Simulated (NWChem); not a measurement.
Correlation energy of Cl (+1)

SMILES: [Cl+]
```xyz
1

Cl     0.0000     0.0000     0.0000
```
Charge +1, spin multiplicity 3.

Program: NWChem.

Basis set: cc-pVQZ. Each correlation energy counts from its own Hartree-Fock reference.

The correlated methods keep 5 core orbitals frozen. No SCF solution was tested for a lower state. Open-shell Hartree-Fock references start from PBE0 orbitals. Coupled-cluster values serve here as a point of comparison, not as the truth.

Task: Order these methods by the correlation energy they give, lowest first: CCSD[T] on ROHF, SCS-UMP2, CCSD on UHF, CCSD[T] on UHF, CCSD on ROHF, UMP2.

Result: CCSD[T] on ROHF (-170.4 mHa), CCSD on ROHF (-164.8 mHa), CCSD[T] on UHF (-163.8 mHa), CCSD on UHF (-158.5 mHa), SCS-UMP2 (-136.6 mHa), UMP2 (-135.4 mHa)
